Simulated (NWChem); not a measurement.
The numbers come from NWChem runs, not from measurements. System: acetonitrile (C₂H₃N), charge 0, spin multiplicity 1, at a geometry optimised with PBE0/def2-SVP. Level: B3LYP/def2-SVP, VWN1-RPA local correlation.

Job file:

```
start mol
memory heap 200 mb stack 900 mb global 1100 mb
geometry units angstroms nocenter noautoz noautosym
  C      0.009633    -1.174896     0.000000
  C     -0.002296     0.278262     0.000000
  N     -0.011758     1.435113     0.000000
  H     -0.502914    -1.559572     0.893205
  H     -0.502914    -1.559572    -0.893205
  H      1.044111    -1.546842     0.000000
end
basis spherical
  * library def2-svp
end
dft
  xc b3lyp
  semidirect memsize 60000000 filesize 0
  iterations 100
end
task dft energy
```

Part of the output:

```
             Northwest Computational Chemistry Package (NWChem) 7.3.0
             --------------------------------------------------------

                                NWChem Input Module
                                -------------------

 Scaling coordinates for geometry "geometry" by  1.889725989
 (inverse scale =  0.529177249)

                             Geometry "geometry" -> ""
                             -------------------------

 Output coordinates in angstroms (scale by  1.889725989 to convert to a.u.)

  No.       Tag          Charge          X              Y              Z
 ---- ---------------- ---------- -------------- -------------- --------------
    1 C                    6.0000     0.00963300    -1.17489600     0.00000000
    2 C                    6.0000    -0.00229600     0.27826200     0.00000000
    3 N                    7.0000    -0.01175800     1.43511300     0.00000000
    4 H                    1.0000    -0.50291400    -1.55957200     0.89320500
    5 H                    1.0000    -0.50291400    -1.55957200    -0.89320500
    6 H                    1.0000     1.04411100    -1.54684200     0.00000000

 Effective nuclear repulsion energy (a.u.)      58.4295767794

            Nuclear Dipole moment (a.u.)
            ----------------------------
        X                 Y               Z
 ---------------- ---------------- ----------------
    -0.0000018897     0.0000018897     0.0000000000


 Summary of "ao basis" -> "" (spherical)
 ------------------------------------------------------------------------------
       Tag                 Description            Shells   Functions and Types
 ---------------- ------------------------------  ------  ---------------------
 *                          def2-svp                  on all atoms

                                 NWChem DFT Module
                                 -----------------

 Summary of "ao basis" -> "ao basis" (spherical)
 ------------------------------------------------------------------------------
       Tag                 Description            Shells   Functions and Types
[...]
 Vector   11  Occ=2.000000D+00  E=-3.322188D-01
              MO Center=  3.3D-02,  6.7D-01,  6.6D-06, r^2= 1.7D+00
   Bfn.  Coefficient  Atom+Function         Bfn.  Coefficient  Atom+Function
  ----- ------------  ---------------      ----- ------------  ---------------
    32      0.445905  3 N  px                18     -0.383997  2 C  px
    35     -0.256273  3 N  px                21     -0.234847  2 C  px
    53      0.161278  6 H  s                  4      0.148101  1 C  px
     7      0.087249  1 C  px                54      0.083383  6 H  s
    43     -0.080651  4 H  s                 48     -0.080627  5 H  s

 Vector   12  Occ=0.000000D+00  E= 3.140931D-02
              MO Center= -1.2D-01,  1.5D-01, -3.8D-06, r^2= 3.0D+00
   Bfn.  Coefficient  Atom+Function         Bfn.  Coefficient  Atom+Function
  ----- ------------  ---------------      ----- ------------  ---------------
    44      0.662841  4 H  s                 49     -0.662853  5 H  s
    37      0.501924  3 N  pz                23     -0.488074  2 C  pz
     9     -0.441383  1 C  pz                20     -0.427426  2 C  pz
    34     -0.414495  3 N  pz                43      0.189814  4 H  s
    48     -0.189817  5 H  s                  6     -0.101087  1 C  pz

 Vector   13  Occ=0.000000D+00  E= 3.141028D-02
              MO Center=  1.2D-01,  1.5D-01,  3.8D-06, r^2= 3.0D+00
   Bfn.  Coefficient  Atom+Function         Bfn.  Coefficient  Atom+Function
  ----- ------------  ---------------      ----- ------------  ---------------
    54      0.765499  6 H  s                 35      0.501909  3 N  px
    21     -0.488064  2 C  px                 7     -0.441367  1 C  px
    18     -0.427414  2 C  px                32     -0.414480  3 N  px
    44     -0.382603  4 H  s                 49     -0.382582  5 H  s
    53      0.219180  6 H  s                 43     -0.109589  4 H  s

 Vector   14  Occ=0.000000D+00  E= 4.424994D-02
              MO Center=  1.2D-02, -1.5D+00, -7.9D-10, r^2= 4.5D+00
   Bfn.  Coefficient  Atom+Function         Bfn.  Coefficient  Atom+Function
  ----- ------------  ---------------      ----- ------------  ---------------
     3      2.521084  1 C  s                 44     -1.135065  4 H  s
    49     -1.135065  5 H  s                 54     -1.134927  6 H  s
    17     -0.888892  2 C  s                 31      0.505467  3 N  s
     8     -0.297621  1 C  py                 2      0.274026  1 C  s
    36     -0.203439  3 N  py                22     -0.170372  2 C  py

 center of mass
 --------------
 x =  -0.00175131 y =   0.21344152 z =   0.00000000

 moments of inertia (a.u.)
 ------------------
         195.453284279960           1.507884955394           0.000000000000
           1.507884955394          11.497738644810           0.000000000000
           0.000000000000           0.000000000000         195.465650528755

     Multipole analysis of the density
     ---------------------------------

     L   x y z        total         alpha         beta         nuclear
     -   - - -        -----         -----         ----         -------
     0   0 0 0     -0.000000    -11.000000    -11.000000     22.000000

     1   1 0 0      0.012098      0.006050      0.006050     -0.000002
     1   0 1 0     -1.475901     -0.737952     -0.737952      0.000002
     1   0 0 1      0.000000      0.000000      0.000000      0.000000

     2   2 0 0    -12.908617     -9.306819     -9.306819      5.705021
     2   1 1 0      0.019022      0.431382      0.431382     -0.843742
     2   1 0 1     -0.000000     -0.000000     -0.000000      0.000000
     2   0 2 0    -15.229171    -61.932183    -61.932183    108.635195
     2   0 1 1     -0.000000     -0.000000     -0.000000      0.000000
     2   0 0 2    -12.908470     -9.303284     -9.303284      5.698099

 Task  times  cpu:        0.9s     wall:        0.9s

 Total times  cpu:        0.9s     wall:        0.9s
```
